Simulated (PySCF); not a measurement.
Mayer bond orders and bond lengths

Compound: propyne, C3H4.
Numbering: `[CH:1]#[C:2][CH3:3]` (hydrogens: H4 on C1; H5, H6, H7 on C3)

Geometry (GFN2-xTB, Å), atoms numbered from 1 in this order:
```xyz
7
C3H4 angstrom
C      1.6861   -0.1232   -0.0176
C      0.4932   -0.0347   -0.0076
C     -0.9484    0.0719    0.0039
H      2.7313   -0.2065   -0.0264
H     -1.3802   -0.6547   -0.6841
H     -1.2505    1.0732   -0.3023
H     -1.3282   -0.1211    1.0070
```

Bond orders from the PBE0/pcSseg-1 density (PySCF). Isolated species at its GFN2-xTB geometry, gas phase.

(1) Where do the orders between heavy atoms depart from those drawn in the SMILES?

(2) Set the Mayer orders of the bonds beside their lengths.

Results:

(1) The largest departure is 0.399, at C1–C2 (drawn triple, 2.601). Drawn single, order above 1.12: C2–C3 (1.141). Drawn double or triple, more than 0.30 short of the drawn order: C1–C2 (2.601).

(2) 
```
 bond  drawn as  length (Å)  Mayer order
C1–C2    triple       1.196        2.601
C2–C3    single       1.446        1.141
C1–H4    single       1.049        1.139
C3–H5    single       1.090        0.930
C3–H6    single       1.090        0.930
C3–H7    single       1.090        0.930
```

Bonds between the same two heavy elements. C–C: lowest C2–C3 (1.141, 1.446 Å), highest C1–C2 (2.601, 1.196 Å).

Question: Sum the orders of all bonds at each heavy atom with more than one neighbour and set the sums beside the valence in the SMILES.

Answer: C1 3.740 (drawn 4), C2 3.742 (drawn 4), C3 3.931 (drawn 4). Orders between atoms that aren't bonded are not in these sums.

For a closed shell the Mayer order of atoms A and B is Σ (PS)μν (PS)νμ over the basis functions μ on A and ν on B, with P the density and S the overlap matrix.
